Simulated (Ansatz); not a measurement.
Geometry optimisation, RKS B3LYP-D4/def2-SVP (Ansatz 0.2.0).

Input:

```yaml
crystal:
  periodic: [false, false, false]
  atoms:
    - { symbol: B, position_ang: [0.131451, -0.293027, 0.184811] }
    - { symbol: H, position_ang: [0.005206, -0.970637, 1.160841] }
    - { symbol: "N", position_ang: [1.516198, 0.082284, -0.164567] }
    - { symbol: H, position_ang: [2.294971, -0.195396, 0.415748] }
    - { symbol: H, position_ang: [1.771403, 0.699662, -0.924551] }
    - { symbol: "N", position_ang: [-0.984989, 0.114976, -0.57021] }
    - { symbol: H, position_ang: [-1.930498, -0.114397, -0.296056] }
    - { symbol: H, position_ang: [-0.926842, 0.676536, -1.410618] }
basis:
  gaussian: { orbitals: def2-SVP }
hamiltonian:
  xc: b3lyp
  dispersion: d4
relax:
  f_tol: 0.03
  max_steps: 50
output:
  orbitals: {}
```

Launched with:

```bash
$ ansatz run input.yaml --threads 1 --pin off --max-ram 2048MiB --backend cpu --events-out ev --progress --plain --runs-dir out
```

Task: Where does it end, and by what steps?

Result: The forces met the threshold. After 4 steps the energy has fallen by 0.075 eV; H7 moved furthest, 0.05 Å.

```csv
step,energy less start (eV),largest force component (eV/Å),accepted
0,0.0000,2.105,yes
1,-0.0616,0.999,yes
2,-0.0715,0.213,yes
3,-0.0745,0.067,yes
4,-0.0749,0.003,yes
```

```xyz
8
Properties=species:S:1:pos:R:3
B 0.165 -0.274 0.186
H -0.011 -0.967 1.164
N 1.489 0.095 -0.146
H 2.282 -0.202 0.406
H 1.743 0.669 -0.941
N -0.964 0.125 -0.566
H -1.902 -0.149 -0.310
H -0.926 0.702 -1.398
```

Whether the end is a true minimum wasn't checked by a vibrational analysis.

The run took 9.6 s on 1 thread of Arm Neoverse V1, on a shared host, peak memory 0.1 GiB.
